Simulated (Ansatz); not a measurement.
Compare A (`C=COC=C`) with its isomer B (`C/C=C/C=O`).

Gas-phase electronic energies from Ansatz, PBE0-D4/def2-TZVP geometries. CBS: MP2 limit from def2 TZ/QZ plus the TZ coupled-cluster correction, frozen cores. DFT in def2-TZVPP. B3LYP here is the variant with VWN-RPA as its local correlation; programs differ in this. Each species was taken in one conformer, which may not be the lowest.

**Question.** Which isomer does CCSD(T)/CBS put lower? Give the gap. (Estimate.)

**Answer.** Computed: B, by 21.6 kcal/mol.

**Question.** Give E(B) − E(A) in kcal/mol with CCSD/def2-TZVPP, B3LYP, r2SCAN-D4, CCSD(T)/def2-TZVPP, HF/def2-TZVPP, CCSD(T)/def2-SVP, B2PLYP. (An estimate is asked.)

**Answer.** Ansatz gave: CCSD/def2-TZVPP -22.2, B3LYP -22.0, r2SCAN-D4 -22.4, CCSD(T)/def2-TZVPP -22.1, HF/def2-TZVPP -23.7, CCSD(T)/def2-SVP -24.6, B2PLYP -22.7. None reverses the order clearly.

**Question.** Does the order hold for the free energy at 298.15 K (harmonic terms from PBE0-D4)? (Estimate.)

**Answer.** The calculation gave: Yes: G(B) − G(A) = -21.9 kcal/mol, for one conformer each.

Largest T1 diagnostic: 0.014.

Leaving LDA and LC-ωPBE aside and taking each functional with its dispersion term where it has one, the values, not all of them listed here, spread over 2.7 kcal/mol, from B97M-V to CAM-B3LYP-D4. LDA lies +3.8 kcal/mol from PBE without D4. At CCSD(T), def2-SVP lies −3.0 kcal/mol from the extrapolated value and def2-TZVPP −0.5 kcal/mol.
